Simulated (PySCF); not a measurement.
# AlH₆O−, a complex of two parts: interaction energy

What interaction energy should one expect for `[AlH4-]` with `O`?

Programs: PySCF 2.14.0. All values are calculated, for the isolated system unless a continuum is named. Atoms count from 0, parts from 1.

### Step 1. The system as given

8 atoms, charge -1, multiplicity 1; geometry: GFN1-xTB. Parts: 1 = atoms 0–4, `[AlH4-]`, charge -1; 2 = atoms 5–7, `O`, charge 0.

### Step 2. Relaxing the molecule at PBE0-D3(BJ)/def2-SVPD

What the job is given:

```
{"job": {"xc": "PBE0", "basis": "def2-SVPD", "d3": "d3bj", "grid": 2, "kind": "geom"}, "charge": -1, "multiplicity": 1, "parts": [{"atoms": "0-4", "charge": -1, "multiplicity": 1}, {"atoms": "5-7", "charge": 0, "multiplicity": 1}]}
Al     0.262713     0.119757    -0.383800
H      1.813238     0.397558    -0.720974
H     -0.692542     0.747588    -1.518994
H     -0.073179     0.875168     0.999182
H     -0.012212    -1.436309    -0.205815
O      0.978944    -0.969432    -3.105705
H      0.154724    -0.569227    -2.774624
H      1.559975    -0.765890    -2.351616
```

Launch:

```console
OMP_NUM_THREADS=1 python cluster_run.py task.json out
```

The driver reads the jobs from task.json and runs them one after another.

What it wrote:

```text
step   0  E = -320.95170196  max force = 0.013995
step   1  E = -320.95608850  max force = 0.002912
step   2  E = -320.95661995  max force = 0.001498
step   3  E = -320.95759505  max force = 0.002595
step   4  E = -320.95821632  max force = 0.003065
step   5  E = -320.95873725  max force = 0.002694
step   6  E = -320.95915115  max force = 0.001580
step   7  E = -320.95944649  max force = 0.001505
step   8  E = -320.95951018  max force = 0.000661
step   9  E = -320.95951545  max force = 0.000112
optimisation converged
```

Run time: 25 s. Hardware: 1 thread of Arm Neoverse V1, shared host; peak memory 0.44 GiB.

Relaxation path:

```csv
step,energy from step 0 (eV),largest force component (eV/Å)
0,0.0000,0.7197
1,-0.1194,0.1497
2,-0.1338,0.0770
3,-0.1604,0.1334
4,-0.1773,0.1576
5,-0.1914,0.1385
6,-0.2027,0.0812
7,-0.2107,0.0774
8,-0.2125,0.0340
9,-0.2126,0.0058
```

Close pairs (by a distance rule), those that changed most:

```csv
bond,before (Å),after (Å),change (Å)
Al0–H4,1.590,1.637,+0.047
Al0–H1,1.611,1.656,+0.045
Al0–H2,1.611,1.656,+0.045
Al0–H3,1.611,1.637,+0.026
O5–H6,0.974,0.971,-0.003
O5–H7,0.973,0.971,-0.003
```

The final coordinates are the input of the step that follows.

```csv
at the end point,value
point group (found at 0.08 Å tolerance),C2v
"rotational constants (GHz, main isotopes)","60.696, 3.661, 3.635"
```

Contacts at the end point (a selection, picked against the atoms' radii; other short pairs can be missing):

```csv
atoms,distance (Å),kind (by distance and angle),angle (°)
H1···H7,1.92,inside the van der Waals sum,–
```

Against the parts relaxed at this level the binding energy is -13.44 kcal/mol, without counterpoise.

### Step 3. Coupled-cluster interaction energy: CCSD(T) and MP2

What the job is given:

```
{"job": {"kind": "intercc", "basis": "aug-cc-pVDZ", "basis_large": "aug-cc-pVTZ"}, "charge": -1, "multiplicity": 1, "parts": [{"atoms": "0-4", "charge": -1, "multiplicity": 1}, {"atoms": "5-7", "charge": 0, "multiplicity": 1}]}
Al     0.137699    -0.139031    -0.102613
H      1.676901    -0.425250    -0.641207
H     -0.831712    -0.078185    -1.443386
H      0.085760     1.297119     0.682134
H     -0.344084    -1.361229     0.874583
O      1.134892    -0.533506    -3.383605
H      0.255253    -0.365812    -3.008777
H      1.647565    -0.559038    -2.559505
```

With the program's defaults for keys left out, this is: CCSD(T)/aug-cc-pVDZ and MP2/aug-cc-pVTZ counterpoise interaction energy, frozen core, gas phase.

What it wrote:

```text
part 1, own basis, geometry of the cluster
final grid: 33384 points
cycle   1  E = -244.2292433456  dE = -5.554e-01  |g| = 1.784e-01  |ddm| = 3.139e+00
cycle   2  E = -244.2473322071  dE = -1.809e-02  |g| = 4.278e-02  |ddm| = 5.017e-01
cycle   3  E = -244.2484634212  dE = -1.131e-03  |g| = 6.048e-03  |ddm| = 1.639e-01
cycle   4  E = -244.2484900596  dE = -2.664e-05  |g| = 1.394e-03  |ddm| = 3.046e-02
cycle   5  E = -244.2484910939  dE = -1.034e-06  |g| = 2.858e-04  |ddm| = 8.488e-03
cycle   6  E = -244.2484911945  dE = -1.006e-07  |g| = 5.569e-05  |ddm| = 3.473e-03
cycle   7  E = -244.2484911981  dE = -3.615e-09  |g| = 5.383e-06  |ddm| = 5.577e-04
cycle   8  E = -244.2484911981  dE = -2.865e-11  |g| = 3.861e-07  |ddm| = 7.283e-05
converged SCF energy = -244.2484911981

part 2, own basis, geometry of the cluster
final grid: 21952 points
cycle   1  E = -76.0209622837  dE = -1.604e-01  |g| = 4.402e-01  |ddm| = 2.761e+00
cycle   2  E = -76.0470588995  dE = -2.610e-02  |g| = 2.678e-01  |ddm| = 7.491e-01
cycle   3  E = -76.0581235774  dE = -1.106e-02  |g| = 2.645e-02  |ddm| = 2.870e-01
cycle   4  E = -76.0582849846  dE = -1.614e-04  |g| = 6.161e-03  |ddm| = 3.208e-02
cycle   5  E = -76.0583023832  dE = -1.740e-05  |g| = 1.372e-03  |ddm| = 1.137e-02
cycle   6  E = -76.0583036330  dE = -1.250e-06  |g| = 2.656e-04  |ddm| = 3.258e-03
cycle   7  E = -76.0583036842  dE = -5.117e-08  |g| = 3.607e-05  |ddm| = 8.872e-04
cycle   8  E = -76.0583036849  dE = -7.520e-10  |g| = 4.032e-06  |ddm| = 1.084e-04
converged SCF energy = -76.0583036849

part 1, own basis, relaxed alone
final grid: 33384 points
cycle   1  E = -244.2294971230  dE = -5.572e-01  |g| = 1.782e-01  |ddm| = 3.138e+00
cycle   2  E = -244.2475577951  dE = -1.806e-02  |g| = 4.279e-02  |ddm| = 5.011e-01
cycle   3  E = -244.2486909825  dE = -1.133e-03  |g| = 6.011e-03  |ddm| = 1.640e-01
cycle   4  E = -244.2487172899  dE = -2.631e-05  |g| = 1.388e-03  |ddm| = 3.031e-02
cycle   5  E = -244.2487183102  dE = -1.020e-06  |g| = 2.835e-04  |ddm| = 8.453e-03
cycle   6  E = -244.2487184090  dE = -9.886e-08  |g| = 5.535e-05  |ddm| = 3.456e-03
cycle   7  E = -244.2487184126  dE = -3.568e-09  |g| = 5.348e-06  |ddm| = 5.558e-04
cycle   8  E = -244.2487184126  dE = -2.939e-11  |g| = 3.664e-07  |ddm| = 7.258e-05
converged SCF energy = -244.2487184126

part 2, own basis, relaxed alone
final grid: 21952 points
cycle   1  E = -76.0244945678  dE = -1.494e-01  |g| = 4.358e-01  |ddm| = 2.789e+00
cycle   2  E = -76.0498085668  dE = -2.531e-02  |g| = 2.605e-01  |ddm| = 7.444e-01
cycle   3  E = -76.0601942797  dE = -1.039e-02  |g| = 2.575e-02  |ddm| = 2.809e-01
cycle   4  E = -76.0603463973  dE = -1.521e-04  |g| = 5.728e-03  |ddm| = 3.220e-02
cycle   5  E = -76.0603606097  dE = -1.421e-05  |g| = 1.205e-03  |ddm| = 1.042e-02
cycle   6  E = -76.0603615284  dE = -9.186e-07  |g| = 2.270e-04  |ddm| = 2.698e-03
cycle   7  E = -76.0603615658  dE = -3.746e-08  |g| = 3.540e-05  |ddm| = 7.317e-04
cycle   8  E = -76.0603615666  dE = -7.680e-10  |g| = 4.242e-06  |ddm| = 1.044e-04
converged SCF energy = -76.0603615666

cluster
final grid: 6432 points
cycle   1  E = -320.3208769921  dE = -6.891e-03  |g| = 2.892e-02  |ddm| = 5.257e-01
cycle   2  E = -320.3214408776  dE = -5.639e-04  |g| = 1.036e-02  |ddm| = 9.059e-02
cycle   3  E = -320.3215272998  dE = -8.642e-05  |g| = 2.618e-03  |ddm| = 3.986e-02
cycle   4  E = -320.3215313109  dE = -4.011e-06  |g| = 1.247e-03  |ddm| = 7.226e-03
cycle   5  E = -320.3215318723  dE = -5.614e-07  |g| = 2.939e-04  |ddm| = 2.750e-03
cycle   6  E = -320.3215319208  dE = -4.845e-08  |g| = 5.169e-05  |ddm| = 9.731e-04
cycle   7  E = -320.3215319226  dE = -1.792e-09  |g| = 9.088e-06  |ddm| = 2.642e-04
cycle   8  E = -320.3215319226  dE = -5.394e-11  |g| = 1.871e-06  |ddm| = 5.462e-05
converged SCF energy = -320.3215319226

part 1 in the basis of the cluster
final grid: 6432 points
cycle   1  E = -244.2485589692  dE = -7.879e-05  |g| = 1.954e-03  |ddm| = 3.597e-01
cycle   2  E = -244.2485605619  dE = -1.593e-06  |g| = 3.104e-04  |ddm| = 5.245e-02
cycle   3  E = -244.2485606152  dE = -5.326e-08  |g| = 2.347e-05  |ddm| = 1.055e-02
cycle   4  E = -244.2485606156  dE = -4.649e-10  |g| = 3.753e-06  |ddm| = 7.346e-04
converged SCF energy = -244.2485606156

part 2 in the basis of the cluster
final grid: 6432 points
cycle   1  E = -76.0583629596  dE = -5.946e-05  |g| = 1.473e-03  |ddm| = 2.399e-01
cycle   2  E = -76.0583638076  dE = -8.480e-07  |g| = 1.965e-04  |ddm| = 2.749e-02
cycle   3  E = -76.0583638271  dE = -1.945e-08  |g| = 2.140e-05  |ddm| = 4.186e-03
cycle   4  E = -76.0583638272  dE = -1.435e-10  |g| = 1.187e-05  |ddm| = 1.960e-04
converged SCF energy = -76.0583638272

Interaction energy (kcal/mol)
  counterpoise      -12.241
  uncorrected       -12.727
  dispersion part     0.000
  deformation         0.564
  binding           -11.677

Decomposition of the uncorrected value (kcal/mol)
  electrostatic     -18.127
  Pauli              13.607
  orbital            -4.735
  dispersion          0.000
  correlation        -3.472

Charge of each part in the cluster: -0.978 -0.022
part 1 in the basis of the cluster: E(HF) = -244.234267254  E2 = -0.113489740  E(CCSD corr) = -0.146584329  (T) = -0.002403622
part 2 in the basis of the cluster: E(HF) = -76.039524646  E2 = -0.221433417  E(CCSD corr) = -0.229037665  (T) = -0.005432057
cluster: E(HF) = -320.288252749  E2 = -0.338633901  E(CCSD corr) = -0.378516941  (T) = -0.008484131

Counterpoise interaction energy (kcal/mol)
  hf_small                  -9.074
  mp2_small                -11.403
  ccsd_small               -10.891
  ccsdt_small              -11.298
  hf_large                  -9.166
  mp2_large                -12.241
  scs_mp2_large            -11.378
  mp2_limit                -12.556
  ccsdt_less_mp2             0.105
  ccsdt_limit_estimate     -12.451
  bsse_mp2_large             0.485
```

Run time: 60 s. Hardware: 1 thread of Arm Neoverse V1, shared host; peak memory 0.91 GiB.

Contacts at this geometry (a selection, picked against the atoms' radii; other short pairs can be missing):

```csv
atoms,distance (Å),kind (by distance and angle),angle (°)
H1···H7,1.92,inside the van der Waals sum,–
```

Differences are taken before rounding.

```csv
method,interaction energy (kcal/mol),"from CCSD(T), limit estimate (kcal/mol)"
HF/aug-cc-pVDZ,-9.07,+3.38
MP2/aug-cc-pVDZ,-11.40,+1.05
CCSD/aug-cc-pVDZ,-10.89,+1.56
CCSD(T)/aug-cc-pVDZ,-11.30,+1.15
HF/aug-cc-pVTZ,-9.17,+3.28
MP2/aug-cc-pVTZ,-12.24,+0.21
SCS-MP2/aug-cc-pVTZ,-11.38,+1.07
"MP2, extrapolated",-12.56,-0.10
"CCSD(T), limit estimate",-12.45,0
```

These energies keep the parts at their geometry in the cluster; deforming them to it costs 0.56 kcal/mol (MP2).

### Step 4. Results

```
                                  quantity                  value
                               point group                    C2v
      rotational constants (main isotopes)  60.70, 3.66, 3.64 GHz
interaction energy, CCSD(T) limit estimate        -12.45 kcal/mol
                           MP2/aug-cc-pVTZ        -12.24 kcal/mol
                             T1 diagnostic                 0.0122
```

What this shows: The optimisation took 9 steps and gained 0.213 eV; among the close pairs (by a distance rule), Al0–H4 changed most, from 1.590 to 1.637 Å. The interaction energy leaves out the deformation of the parts, 0.56 kcal/mol (MP2); added to the CCSD(T) estimate it gives a binding of about -11.89 kcal/mol. The estimate adds CCSD(T) less MP2 in the small basis (+0.10 kcal/mol) to extrapolated MP2. Hartree-Fock gives -9.17 against -12.45 kcal/mol.
